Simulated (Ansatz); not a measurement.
**BClO (boron chloride oxide) at 6 levels**

We compute a comparison of 6 runs (B3LYP/STO-3G, HSE06/STO-3G, UB3LYP/STO-3G, r2SCAN0/STO-3G, CCSDT(Q)/STO-3G, CCSDTQ/STO-3G) of BClO (boron chloride oxide). 

The results are computed with Ansatz 0.2.0.

61 further runs of the same task are left out: 15 that didn't finish, 46 set aside as unsound or not needed.

## (1) The structure to begin with

BClO has 3 atoms, charge 0, and is taken as a singlet. SMILES: `O=BCl`. The B2–O1 distance was set to 1.492 Å, away from the relaxed value.

Bond lengths: O1–B2 1.492 Å, B2–Cl3 1.639 Å. Angles: O1–B2–Cl3 179.9°.

## (2) A single-point energy at B3LYP/STO-3G (run 1)

Contents of run.yaml:

```yaml
crystal:
  periodic: [false, false, false]
  atoms:
    - {symbol: O, position_ang: [1.246198, 0.741106, 0.766381]}
    - {symbol: B, position_ang: [0.113080, 0.066620, 0.069470]}
    - {symbol: Cl, position_ang: [-1.132640, -0.672810, -0.696460]}
basis:
  gaussian: {orbitals: STO-3G}
hamiltonian: {xc: {name: B3LYP}}
accuracy: high
total_charge: 0
```

Started as:

```
$ ansatz run run.yaml --threads 1 --pin off --max-ram 2610MiB --events-out events.jsonl --progress --plain --runs-dir runs
```

Output:

```text
Warning: RAYON_NUM_THREADS=1 ignored (pool sized by the plan → 1); use --threads N
Functional definition: B3LYP
  name "B3LYP"
  parameter a0 = 0.2
  parameter ax = 0.72
  parameter ac = 0.81
  exchange = (1 - a0 - ax)*slater_x + ax*b88_x + a0*exact_x
  correlation = (1 - ac)*vwn_rpa_c + ac*lyp_c
320 factors; integrals over basis functions are off by at most 3.2e-8 eV
mean field evaluation 1: about -15066.8680 eV, gradient 3.9e1 eV
mean field evaluation 2: about -14971.5292 eV, gradient 1.7e2 eV
mean field evaluation 4: about -15072.1382 eV, gradient 3.5e0 eV
mean field evaluation 8: about -15072.1301 eV, gradient 2.5e-1 eV
mean field evaluation 16: about -15072.1304 eV, gradient 3.6e-8 eV
mean field -15072.13035268 eV, -553.8905742042 hartree, gradient 4.4e-8 eV, S^2 0.000000; 0 other end points of the search recorded, 0 dependent functions left out
reference -15072.13037478 eV, -553.8905750163 hartree; 15, 15 occupied and 4, 4 virtual orbitals, 320 factors
Total energy: -15072.13037478 eV, -553.8905750163 hartree
```

It took 0.85 s on 1 thread of Arm Neoverse V1, shared host.

## (3) The energy at HSE06/STO-3G (run 2)

Contents of job.yaml:

```yaml
crystal:
  periodic: [false, false, false]
  atoms:
    - {symbol: O, position_ang: [1.246198, 0.741106, 0.766381]}
    - {symbol: B, position_ang: [0.113080, 0.066620, 0.069470]}
    - {symbol: Cl, position_ang: [-1.132640, -0.672810, -0.696460]}
basis:
  gaussian:
    orbitals: STO-3G
hamiltonian:
  xc: hse06
accuracy: high
```

Started as:

```
$ ansatz run job.yaml --threads 1 --pin off --max-ram 2610MiB --events-out events.jsonl --progress --plain --runs-dir runs
```

Output:

```text
Warning: RAYON_NUM_THREADS=1 ignored (pool sized by the plan → 1); use --threads N
Functional definition: HSE06
  name "HSE06"
  parameter a = 0.25
  parameter omega = 0.11/bohr
  exchange = pbe_x - a*pbe_x_sr(omega) + a*exact_x_sr(omega)
  correlation = pbe_c
320 factors; integrals over basis functions are off by at most 3.2e-8 eV
54 factors; integrals over basis functions are off by at most 1.0e-9 eV
mean field evaluation 1: about -15060.6465 eV, gradient 3.8e1 eV
mean field evaluation 2: about -14966.6768 eV, gradient 1.6e2 eV
mean field evaluation 4: about -15065.5443 eV, gradient 3.9e0 eV
mean field evaluation 8: about -15065.5508 eV, gradient 2.4e-1 eV
mean field evaluation 16: about -15065.5511 eV, gradient 2.9e-6 eV
mean field -15065.55107070 eV, -553.6487900508 hartree, gradient 2.8e-8 eV, S^2 0.000000; 0 other end points of the search recorded, 0 dependent functions left out
reference -15065.55107205 eV, -553.6487901007 hartree; 15, 15 occupied and 4, 4 virtual orbitals, 320 factors
Total energy: -15065.55107205 eV, -553.6487901007 hartree
```

Run time: 1.1 s. Hardware: 1 thread of Arm Neoverse V1, shared host.

Runs 3 to 5 aren't shown in full; the table further down has their settings and results.

## (4) The energy at CCSDTQ/STO-3G (run 6)

Contents of job.yaml:

```yaml
basis:
  gaussian:
    orbitals: STO-3G
crystal:
  periodic: [false, false, false]
  atoms:
    - symbol: O
      position_ang: [1.246198, 0.741106, 0.766381]
    - symbol: B
      position_ang: [0.113080, 0.066620, 0.069470]
    - symbol: Cl
      position_ang: [-1.132640, -0.672810, -0.696460]
accuracy: high
correlation:
  method: ccsdtq
  frozen_orbitals: {B: 1, Cl: 5, O: 1}
scf:
  omitted_lower_state_checks: [cluster_reference, increment]
```

Started as:

```
$ ansatz run job.yaml --threads 1 --pin off --max-ram 2610MiB --events-out events.jsonl --progress --plain --runs-dir runs
```

Output:

```text
Warning: RAYON_NUM_THREADS=1 ignored (pool sized by the plan → 1); use --threads N
[... 11 lines left out ...]
7 core orbitals not correlated: weight in the atoms' cores, before any rotation towards them, 1.000 or more for the frozen orbitals, at most 0.000 for the correlated occupied ones
[... 31 lines left out ...]
Total energy: -15045.94100444 eV, -552.9281334079 hartree
Checks for a lower state left out: cluster_reference, increment
```

Wall time 9.9 s (1 thread of Arm Neoverse V1, shared host); peak memory 0.38 GiB.

## (5) All runs side by side

| run | level | frozen core orbitals | energy (Eh) | wall time |
| --- | --- | --- | --- | --- |
| 1 | B3LYP/STO-3G | – | -553.890575 | 0.85 s |
| 2 | HSE06/STO-3G | – | -553.648790 | 1.1 s |
| 3 | UB3LYP/STO-3G | – | -553.890575 | 1.4 s |
| 4 | r2SCAN0/STO-3G | – | -553.845316 | 2 s |
| 5 | CCSDT(Q)/STO-3G | 7 | -552.927928 | 0.58 s |
| 6 | CCSDTQ/STO-3G | 7 | -552.928133 | 9.9 s |

## (6) What came out

| quantity | value |
| --- | --- |
| run 6: total energy | -552.92813 Eh |
| run 6: correlation energy (7 core orbitals frozen) | -189.7 mEh |
| run 6: T1 diagnostic | 0.036 |

Totals of different functionals can't be ranked against each other. In runs 5, 6 the log says that unrestricted orbitals would lower the reference, so the values rest on an unstable closed-shell determinant (other closed-shell runs at this shape may share the fault). In runs 1, 2, 3, 4, 5, 6 the basis is minimal, so the values are rough. All runs together took 16 s, the longest 9.9 s.
